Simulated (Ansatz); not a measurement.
Which is lower?

Two relaxed structures of AlSiH₃S, closed shell (PBE0-D4/def2-TZVP; forces vanish, vibrations not checked).

A:

| atom | x (Å) | y (Å) | z (Å) |
| --- | --- | --- | --- |
| Al1 | -1.0926 | 0.7123 | -0.6079 |
| Si2 | 1.0189 | 0.1493 | 0.5784 |
| S3 | -0.7246 | 0.3695 | 1.6533 |
| H4 | -1.7093 | -0.5110 | -1.3951 |
| H5 | -1.1639 | 2.2218 | -1.0692 |
| H6 | 2.1190 | -0.1850 | 1.5465 |

B:

| atom | x (Å) | y (Å) | z (Å) |
| --- | --- | --- | --- |
| Al1 | -0.8831 | 0.6013 | -0.6879 |
| Si2 | 0.8802 | -0.4495 | 0.6844 |
| S3 | 1.0166 | -2.3984 | 0.8261 |
| H4 | -1.8993 | -0.3606 | -1.4223 |
| H5 | -0.9682 | 2.1806 | -0.8113 |
| H6 | 1.8539 | 0.4267 | 1.4110 |

Computed with Ansatz 0.2.0 (basis: def2-TZVPP); correlated methods freeze the cores. B3LYP uses VWN-RPA correlation.

Problem. Which structure is lower at CCSD(T), and by how much? (To be estimated.)

Solution. The calculation gives: A, by 12.97 kcal/mol (electronic energy, against the other). By their contacts, A is AlSiH₃S ([AlH2]1[SiH][S]1) and B is AlSiH₃S ([AlH2][SiH][S]).

All methods give the same order:

```csv
method,E(B) − E(A) (kcal/mol)
PBE-D4,14.11
r2SCAN-D4,14.31
PBE0-D4,14.16
B3LYP-D4,11.81
wB97M-V,15.76
HF,9.03
MP2,13.38
CCSD,12.48
CCSD(T),12.97
```

The T1 diagnostic stays at or below 0.019.

Labels in which every atom is bracketed show which atoms are joined, not bond orders.

For scale, one of the runs: CCSD(T)/def2-TZVPP, 168 basis functions, launched by `ansatz run in.yaml --threads 2 --pin off --events-out ev --progress --plain --max-ram 4352MiB`. Time: 17 s of wall clock on 2 CPU threads of an Arm Neoverse V2; the host was shared. Peak host memory: 1.1 GiB.
